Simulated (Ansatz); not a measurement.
## How methods differ on [BPH5]− (SMILES [BH3-]P)

The species is [BPH5]− (7 atoms), meant as a singlet with charge -1. As SMILES, `[BH3-]P`. The shape is that of a GFN2-xTB optimisation.

```xyz
7

B    -0.5061   -0.5199   -0.3638
P     0.6975    0.3002    0.9953
H    -1.5844   -0.6442    0.1744
H    -0.0274   -1.6012   -0.6273
H    -0.5575    0.2056   -1.3303
H     0.2191    1.5995    0.9711
H     1.7588    0.6600    0.1807
```

Quantity: the energy change with the P2–H6 bond stretched from 1.385 to 2.770 Å, in eV. The values are calculated.

| level | kind | program | value (eV) | less FCI/STO-3G |
| --- | --- | --- | --- | --- |
| SVWN5/STO-3G (restricted) | LDA | Ansatz | 4.78 | +0.69 |
| PBE/STO-3G (restricted) | GGA | Ansatz | 4.50 | +0.41 |
| r2SCAN/STO-3G (restricted) | meta-GGA | Ansatz | 4.83 | +0.74 |
| r2SCAN0/STO-3G (restricted) | hybrid meta-GGA | Ansatz | 5.42 | +1.33 |
| CAM-B3LYP/STO-3G (restricted) | range-separated hybrid | Ansatz | 5.49 | +1.40 |
| B2PLYP/STO-3G (restricted) | double hybrid | Ansatz | 5.02 | +0.93 |
| RPA@PBE/STO-3G (restricted) | RPA | Ansatz | 4.35 | +0.26 |
| CCSD(T)/STO-3G (restricted) | coupled cluster or CI | Ansatz | 4.03 | -0.06 |
| FCI/STO-3G | exact in the basis | Ansatz | 4.09 | 0.00 |

FCI/STO-3G is exact within its basis and frozen core, so for wave-function methods in that basis the difference is their error; functionals converge differently with the basis, so for them it is only a difference. Sets without diffuse functions describe the anion poorly. The first shape isn't each level's own minimum. The values span 4.03 to 5.49 eV. All rows use very small basis sets, so none should be taken for the real molecule's value.
